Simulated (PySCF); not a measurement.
Species: C5H6O.
SMILES: `C#C/C=C/OC`

Method: TDDFT wB97X-D/def2-SVPD, vertical, gas phase, core orbitals frozen in the response (PySCF 2.14.0, density-fitted response routines). Isolated species at its GFN2-xTB geometry (one conformer only). Torsions of this conformer, `[CH:1]#[C:2]/[CH:3]=[CH:4]/[O:5][CH3:6]`: C3–C4–O5–C6 0°.

Orbital energies (eV): HOMO-3 -12.07, HOMO-2 -11.03, HOMO-1 -9.80, HOMO -8.23, LUMO 1.42, LUMO+1 2.25, LUMO+2 2.82.

Computed singlets:

```json
{"state": "S1", "E (eV)": "5.68", "f": "0.372"}
{"state": "S2", "E (eV)": "5.90", "f": "0.0000"}
{"state": "S3", "E (eV)": "6.06", "f": "0.0002"}
{"state": "S4", "E (eV)": "6.61", "f": "0.0016"}
{"state": "S5", "E (eV)": "7.14", "f": "0.0031"}
{"state": "S6", "E (eV)": "7.36", "f": "0.049"}
{"state": "S7", "E (eV)": "7.46", "f": "0.268"}
{"state": "S8", "E (eV)": "8.02", "f": "0.078"}
```

Task: Which orbital pair leads each of S1 and S3, and how does its energy difference Δε compare with the excitation energy?

Result: 

| state | leading configuration | weight | Δε (eV) | E (eV) | E − Δε (eV) | f | other configurations |
| --- | --- | --- | --- | --- | --- | --- | --- |
| S1 | HOMO→LUMO | 0.88 | 9.65 | 5.68 | -3.97 | 0.372 | – |
| S3 | HOMO-1→LUMO | 0.67 | 11.22 | 6.06 | -5.15 | 0.0002 | H→L+4 (10%), H→L+3 (8%) |

E − Δε runs from -5.15 to -3.97 eV. Among themselves, these states come in the order of their orbital differences.

H and L stand for HOMO and LUMO. The other states: S2 5.90 eV, f 0.0000, H-1→L (28%), H→L+4 (27%), H→L+3 (19%); S4 6.61 eV, f 0.0016, H→L+1 (52%), H→L+2 (30%); S5 7.14 eV, f 0.0031, H→L+2 (44%), H→L+4 (37%); S6 7.36 eV, f 0.049, H→L+3 (57%), H→L+2 (8%), H→L+1 (8%); S7 7.46 eV, f 0.268, H-2→L (36%), H-1→L+4 (18%), H→L+9 (13%); S8 8.02 eV, f 0.078, H-1→L+1 (38%), H-1→L+3 (28%), H-1→L+2 (23%).

Task: Pair triplets and singlets of the same leading configuration (75% or more in both) and give the splittings.

Result: 

```json
{"configuration": "HOMO→LUMO", "triplet": "T1", "E(T) (eV)": "3.66", "singlet": "S1", "E(S) (eV)": "5.68", "E(S) − E(T) (eV)": "+2.02"}
```

The 3 triplets are Tamm–Dancoff values, the singlets full response.

Summed over the main configurations (up to three a state, each over 8%) of all 8 singlets, the electron leaves HOMO with weight 4.02, HOMO-1 with weight 2.02 and HOMO-2 with weight 0.36.
